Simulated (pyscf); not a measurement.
H₃C–Te–SH + H₂ → H₃C–TeH + H₂S (four-centre exchange; singlet surface; S–Te, H–H broken, H–Te, H–S formed). PySCF, gas phase, ωB97X-D3(BJ)/def2-SVP geometries. Energies in eV from the separated reactants.

```
level                   barrier  reaction energy
----------------------  -------  ---------------
ωB97X-D3(BJ)/def2-TZVP        …            +0.18
r²SCAN/def2-TZVP              …                …
B3LYP-D3(BJ)/def2-TZVP     2.50            +0.08
M06-2X/def2-TZVP           2.74            +0.11
ωB97M-D3(BJ)/def2-TZVP     2.69            -0.04
HF/def2-TZVP               3.56            -0.24
```

Task: Fill in the missing entries.

Result: 
- ωB97X-D3(BJ)/def2-TZVP, barrier: 2.78
- r²SCAN/def2-TZVP, barrier: 2.41
- r²SCAN/def2-TZVP, reaction energy: +0.07

The functionals in the table span 0.37 eV in this barrier, from r²SCAN to ωB97X-D3(BJ)/def2-TZVP. One saddle was located; it need not be the lowest between these sides. Elements past Kr carry the def2 core potentials, without spin-orbit coupling.
